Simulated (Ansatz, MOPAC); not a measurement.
**A ladder of methods for AlH3S (SMILES [AlH2][SH])**

AlH3S, singlet, SMILES `[AlH2][SH]`. Each level relaxes the structure for itself.

Quantity: the highest harmonic wavenumber at each level's own minimum, in cm⁻¹. The values are calculated.

| level | kind | program | value (cm⁻¹) |
| --- | --- | --- | --- |
| MNDOD | semi-empirical | MOPAC | 2950 |
| PM6-D3H4 | semi-empirical | MOPAC | 2672 |
| PM6-DH+ | semi-empirical | MOPAC | 2672 |
| PM6-DH2 | semi-empirical | MOPAC | 2671 |
| HF/STO-3G | Hartree–Fock | Ansatz | 3275 |
| HF/3-21G | Hartree–Fock | Ansatz | 2646 |
| HF/6-31G* (Cartesian functions) | Hartree–Fock | Ansatz | 2894 |
| PBE/def2-SVP | GGA | Ansatz | 2617 |
| PBE0-D4/def2-TZVP | global hybrid | Ansatz | 2712 |
| B3LYP/6-31G* (Cartesian functions) | global hybrid | Ansatz | 2675 |

Harmonic and unscaled. The values span 2617 to 3275 cm⁻¹. Without the sets that lack polarisation functions the rows with a basis span only 2617 to 2894 cm⁻¹.
